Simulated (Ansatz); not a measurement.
The reference is InAs in the zinc blende structure (space group F-43m, No. 216; a = 6.0869 Å).

Method: PBEsol (Ansatz, an electronic-structure program), no spin-orbit coupling.

Modification: full substitution In → B; the structure is relaxed again.

Measured lattice parameter a: InAs 6.047 Å (static lattice; corrected from measurement; as listed in Daniel Mejia-Rodriguez, S. B. Trickey, Phys. Rev. B (2018)); BAs 4.777 Å (room temperature; as listed in M J Lucero, T M Henderson, G E Scuseria, Journal of Physics Condensed Matter (2012)).

Problem. How well does PBEsol reproduce the measured shift?

Solution. With PBEsol the lattice parameter a moves by -1.319 Å (6.087 → 4.768) against -1.270 Å measured. The two measured values stand on different bases (one corrected, one not), which blurs small differences.

Stability against distortions was not tested. All final runs are without spin polarisation.
